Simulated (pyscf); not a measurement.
**1,1-elimination: F–SiH₃ → F–SiH: [singlet] + hydrogen (H₂)**

Gas phase, singlet surface, charge 0. Bonds broken: Si1–H3, Si1–H4. Bonds formed: H3–H4. Optimised with ωB97X-D3(BJ)/def2-SVP in PySCF.

Transition state (Å):

```xyz
5

Si     0.6087     0.6400    -0.9286
F      1.9488     1.0260    -0.0733
H     -0.1326    -0.4038     0.1479
H     -0.6470     0.6695    -0.0793
H      0.7697    -0.7048    -1.5421
```

One imaginary mode, 1316i cm⁻¹; descent along it reached the two sides named.

```csv
bond,change,reactant side (Å),saddle,product side
Si1–H3,breaks,1.487,1.673,2.347
Si1–H4,breaks,1.487,1.516,2.288
H3–H4,forms,2.441,1.212,0.770
```

Electronic energies relative to the reactant's lowest minimum found (kcal/mol):

```tsv
level	barrier	reaction energy	reverse barrier
ωB97X-D3(BJ)/def2-TZVP	72.8	+55.5	17.3
PBE/def2-TZVP	59.8	+50.3	9.5
r²SCAN/def2-TZVP	64.8	+56.1	8.7
B3LYP-D3(BJ)/def2-TZVP	67.7	+51.4	16.3
PBE0-D3(BJ)/def2-TZVP	66.2	+54.9	11.3
M06-2X/def2-TZVP	70.9	+51.9	19.0
ωB97M-D3(BJ)/def2-TZVP	69.3	+50.7	18.6
HF/def2-TZVP	88.8	+56.4	32.4
```

With ωB97M-D3(BJ)/def2-TZVP energies and thermal terms (ideal gas, 1 atm, RRHO with modes under 100 cm⁻¹ raised to 100, one conformer, R ln 2 for chiral ones without a mode under 150 cm⁻¹), in kcal/mol:

```tsv
T (K)	ΔH‡	ΔG‡	ΔH	ΔG
298	66.4	65.2	+46.9	+37.6
600	66.3	64.0	+47.7	+27.7
900	66.1	62.9	+47.7	+17.6
1200	65.8	61.8	+47.3	+7.6
```

This is the saddle that the search found; another between the same sides may lie lower.
